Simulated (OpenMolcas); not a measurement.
# How methods differ on AlHCl2 (SMILES [H][Al]([Cl])[Cl])

The species is AlHCl2 (4 atoms), meant as a singlet with charge 0. SMILES: `[H][Al]([Cl])[Cl]`. The shape comes from GFN2-xTB, which is rough for such elements, and wasn't checked as a minimum.

```xyz
4

Al   -0.0478   -0.0807   -0.0004
Cl    1.9719   -0.1826    0.0143
Cl   -1.0957    1.6499   -0.0158
H    -0.8284   -1.3866    0.0020
```

Each level gives the energy change with the Al1–Cl2 bond stretched from 2.022 to 3.539 Å (eV). The values are calculated.

```
                     level                   kind     program  value (eV)  less FCI/STO-3G
 SVWN5/STO-3G (restricted)                    LDA  OpenMolcas        4.91            -0.20
   PBE/STO-3G (restricted)                    GGA  OpenMolcas        4.59            -0.52
r2SCAN/STO-3G (restricted)               meta-GGA  OpenMolcas        4.87            -0.24
 B3LYP/STO-3G (restricted)          global hybrid  OpenMolcas        4.87            -0.24
B2PLYP/STO-3G (restricted)          double hybrid  OpenMolcas        5.12            +0.01
   MP2/STO-3G (restricted)    perturbation theory  OpenMolcas        5.65            +0.54
        CASSCF(2,2)/STO-3G         multireference  OpenMolcas        5.31            +0.20
     SC-NEVPT2(2,2)/STO-3G         multireference  OpenMolcas        5.23            +0.12
  CISD/STO-3G (restricted)  coupled cluster or CI  OpenMolcas        5.29            +0.18
                FCI/STO-3G     exact in the basis  OpenMolcas        5.11             0.00
```

FCI/STO-3G is exact within its basis and frozen core, so for wave-function methods in that basis the difference is their error; functionals converge differently with the basis, so for them it is only a difference. The first shape isn't each level's own minimum. The values span 4.59 to 5.65 eV. All rows use very small basis sets, so even the best lies far from the true value.
